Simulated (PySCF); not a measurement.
Species: C₄H₄S.
SMILES with atom numbers: `[cH:1]1[cH:2][cH:3][s:4][cH:5]1` (hydrogens: H6 on C1; H7 on C2; H8 on C3; H9 on C5)

The closed-shell ground state was solved at several levels (PySCF, density fitting, gas phase, non-relativistic). Isolated species at its PBE0-D3(BJ)/def2-SVP geometry, gas phase.

```csv
level,basis functions,HOMO (eV),LUMO (eV),gap (eV),dipole (D)
"PBE0/6-311+G(2d,p)",167,-6.87,-0.46,6.41,0.50
PBE0/6-31G*,82,-6.62,-0.04,6.58,0.60
wB97X-D/def2-SVPD,139,-8.75,1.26,10.01,0.58
CAM-B3LYP/pcSseg-2,243,-8.15,0.60,8.75,0.49
B3LYP/cc-pVTZ,210,-6.60,-0.56,6.04,0.47
```

Question: What might wB97X-D/pcSseg-2 (243 basis functions) give for the same quantities?

Answer: HOMO -8.70 eV, LUMO 1.26 eV, gap 9.96 eV, dipole 0.52 D.

Question: Over all these levels, which gives the widest orbital gap and which the narrowest?

Answer: wB97X-D/def2-SVPD (range-separated hybrid) has the widest, 10.01 eV, and B3LYP/cc-pVTZ (global hybrid, 20 % exact exchange) the narrowest, 6.04 eV. Functional and basis both differ between the two, so the spread mixes both effects.

Question: How far do the dipole and the HOMO energy spread over the levels?

Answer: The dipole runs from 0.47 to 0.60 D (mean 0.53 D) and the HOMO from -8.75 to -6.60 eV.
